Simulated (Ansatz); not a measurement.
`CC(C)(C)P`, relaxed with RKS PBE0-D4/def2-TZVP in Ansatz from a GFN2-xTB geometry. The force threshold is 0.005 eV/Å; the program also tests the step.

Charge 0, multiplicity 1.

Start:

```xyz
16

C    -0.393    1.158    0.698
C     0.047   -0.109   -0.031
C     0.958    0.249   -1.206
C    -1.175   -0.877   -0.535
P     1.015   -1.260    1.113
H     0.466    1.712    1.072
H    -0.944    1.805    0.016
H    -1.043    0.919    1.538
H     1.288   -0.651   -1.723
H     1.839    0.788   -0.860
H     0.427    0.880   -1.918
H    -1.826   -1.153    0.294
H    -0.871   -1.787   -1.049
H    -1.747   -0.263   -1.230
H     1.833   -0.257    1.637
H     0.125   -1.155    2.183
```

```tsv
step	energy (eV)	largest force (eV/Å)	largest move (Å)
1	-13609.5825	0.580	0.000
2	-13609.6098	0.277	0.054
3	-13609.6132	0.065	0.017
4	-13609.6135	0.009	0.004
5	-13609.6135	0.002	0.004
```

End:

```xyz
16

C    -0.401    1.167    0.687
C     0.047   -0.103   -0.024
C     0.958    0.247   -1.197
C    -1.169   -0.877   -0.528
P     1.008   -1.255    1.095
H     0.454    1.736    1.061
H    -0.958    1.812   -0.002
H    -1.052    0.941    1.535
H     1.296   -0.648   -1.725
H     1.842    0.799   -0.866
H     0.421    0.878   -1.913
H    -1.840   -1.147    0.293
H    -0.876   -1.795   -1.042
H    -1.738   -0.262   -1.233
H     1.883   -0.282    1.652
H     0.123   -1.210    2.208
```

Run time 17 s (4 threads of an Intel Xeon Platinum 8488C on a shared host); peak host memory 0.7 GiB.
